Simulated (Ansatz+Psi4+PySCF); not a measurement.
Results of a calculation; reference values are marked as such.
Input for Ansatz (development build ahead of 0.2.0):

```yaml
crystal:
  periodic: [false, false, false]
  atoms:
    - { symbol: C, position_ang: [-0.00649, 0.00749, 0.76088] }
    - { symbol: C, position_ang: [-0.00798, 0.006, -0.76285] }
    - { symbol: H, position_ang: [-0.00439, 1.01765, 1.16612] }
    - { symbol: H, position_ang: [-0.88084, -0.49961, 1.15743] }
    - { symbol: H, position_ang: [0.87312, -0.51208, 1.1547] }
    - { symbol: H, position_ang: [-0.00017, -1.02602, -1.1643] }
    - { symbol: H, position_ang: [-0.88021, 0.50007, -1.15469] }
    - { symbol: H, position_ang: [0.88657, 0.50038, -1.15763] }
basis:
  gaussian: { orbitals: cc-pVTZ }
total_charge: 1
magnetization:
  initial_magnetization: 1
hamiltonian:
  xc: hf
correlation:
  method: mp2
  frozen_orbitals: { C: 1, H: 0 }
```

The input is written out in the form of the current development build from the run's settings. Correlation on restricted open-shell orbitals is semicanonical, with singles.

Output:

```
Converged                       : yes
Reference energy                : -78.81585 hartree
Correlation energy              : -0.32863 hartree
Total energy                    : -79.14448 hartree
Spin squared of the determinant : 0.750
Stability test                  : minimum among restricted orbitals
```

Caution: MP2 on this radical cation hangs on the determinant chosen; a plain start can end on a higher determinant; another reference gives a lower total.
